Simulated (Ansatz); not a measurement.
CHNS, SMILES `N=C=S`, relaxed with RKS PBE0-D4/def2-TZVP in Ansatz from a GFN2-xTB geometry. The force threshold is 0.005 eV/Å; the program also tests the step.

Charge 0, multiplicity 1.

Start:

```xyz
4

N    -0.257   -0.687    0.324
C    -0.001    0.341   -0.232
S     0.072    1.643   -1.068
H     0.186   -1.296    0.976
```

Problem. How much energy does the relaxation release, and in how many steps? (An estimate is asked.)

Solution. Ansatz gave: 2.71 kJ/mol, in 6 steps.

Problem. Which bonds change most? (Best estimate.)

Solution. Ansatz gave: C2–S3 from 1.550 to 1.563 Å; N1–H4 from 0.996 to 1.004 Å; N1–C2 from 1.196 to 1.197 Å.

Problem. Give the relaxed structure. (Best estimate.)

Solution. Ansatz gave: 
```xyz
4

N    -0.292   -0.710    0.320
C    -0.057    0.319   -0.246
S     0.115    1.649   -1.050
H     0.234   -1.258    0.976
```
